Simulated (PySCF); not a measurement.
Simulated outer-valence photoelectron spectrum of `ClC1=CP=CS1`. Method: EOM-IP-CCSD/aug-cc-pVDZ in PySCF, restricted Hartree–Fock reference, frozen core, non-relativistic, gas phase, PBE0-D3(BJ)/def2-SVP geometry.

Each root has a Gaussian of 0.3 eV full width with its one-hole share as area; cross sections and vibrations are left out, and the highest printed point is 100.

| ionisation energy (eV) | intensity |
| --- | --- |
| 8.4 | 0 |
| 8.5 | 2 |
| 8.6 | 12 |
| 8.7 | 41 |
| 8.8 | 72 |
| 8.9 | 69 |
| 9.0 | 35 |
| 9.1 | 10 |
| 9.2 | 3 |
| 9.3 | 12 |
| 9.4 | 40 |
| 9.5 | 71 |
| 9.6 | 68 |
| 9.7 | 35 |
| 9.8 | 10 |
| 9.9 | 6 |
| 10.0 | 22 |
| 10.1 | 56 |
| 10.2 | 75 |
| 10.3 | 55 |
| 10.4 | 22 |
| 10.5 | 5 |
| 10.6 | 1 |
| 10.7 | 0 |
| 10.8 | 0 |
| 10.9 | 0 |
| 11.0 | 0 |
| 11.1 | 0 |
| 11.2 | 0 |
| 11.3 | 1 |
| 11.4 | 7 |
| 11.5 | 28 |
| 11.6 | 63 |
| 11.7 | 81 |
| 11.8 | 76 |
| 11.9 | 77 |
| 12.0 | 76 |
| 12.1 | 48 |
| 12.2 | 17 |
| 12.3 | 3 |
| 12.4 | 0 |
| 12.5 | 0 |
| 12.6 | 2 |
| 12.7 | 10 |
| 12.8 | 37 |
| 12.9 | 75 |
| 13.0 | 98 |
| 13.1 | 100 |
| 13.2 | 85 |
| 13.3 | 50 |
| 13.4 | 17 |
| 13.5 | 5 |
| 13.6 | 13 |
| 13.7 | 40 |
| 13.8 | 69 |
| 13.9 | 64 |
| 14.0 | 33 |
| 14.1 | 9 |
| 14.2 | 1 |

Question: Where are the maxima, and how many lines lie under the curve?

Answer: 7 maxima, at 8.8, 9.5, 10.2, 11.7, 12.0, 13.1 and 13.8 eV, from 8 lines. At this width some lines have no maximum of their own.

Question: List the lines with their holes.

Answer: 
```tsv
E (eV)	leading hole (HF orbital)	area	Koopmans (eV)
8.84	HOMO	0.95	8.91
9.54	HOMO-1	0.94	9.93
10.20	HOMO-2	0.94	11.08
11.68	HOMO-3	0.95	12.79
11.98	HOMO-4	0.93	13.11
12.95	HOMO-5	0.94	14.27
13.18	HOMO-6	0.93	14.61
13.84	HOMO-7	0.91	15.38
```

The widest gap, 1.48 eV, lies between 10.20 and 11.68 eV. Only orbitals with −ε under 21 eV, eight at most, were ionised, so the high end of the curve may lack lines.
